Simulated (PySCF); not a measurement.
# SMILES [NH2-], [H2N]-, charge -1

Geometry:
```csv
atom,x (Å),y (Å),z (Å)
N1,0.005,0.468,-0.002
H2,-0.776,-0.233,-0.069
H3,0.782,-0.237,0.059
```

Total charge -1.

Theory: GIAO B3LYP/aug-pcSseg-1 magnetisability, rotational g tensor and spin-rotation constants, non-relativistic, gas phase in PySCF. Geometry: PBE0-D3(BJ)/def2-SVP.

For an ion the centre-of-mass motion in the field is neglected. The highest occupied orbital is unbound at this level, so the values depend on the basis.

(1) Give the nuclear spin-rotation constants along the inertial axes (H = +C I·J) beside the isotropic shieldings.

(2) How do the rotational constants and the g tensor change when H2, H3 are replaced by deuterium?

Answers

(1) Rotational constants 580.5792, 410.1746, 240.3613 GHz.
```
atom  isotope  Caa (kHz)  Cbb (kHz)  Ccc (kHz)  mean (kHz)  σ (ppm)
  N1      14N     -1.185     -4.427      7.152       0.513    319.3
  H2       1H    -26.055    -20.754    -26.064     -24.291     35.1
  H3       1H    -26.055    -20.754    -26.064     -24.291     35.1
```
For the geometry as given, no vibrational averaging.

(2) Constants 327.0121, 205.2449, 126.0999 GHz; g 0.1714, -0.2221, 0.1863, against 0.3532, -0.4439, 0.3753 before.
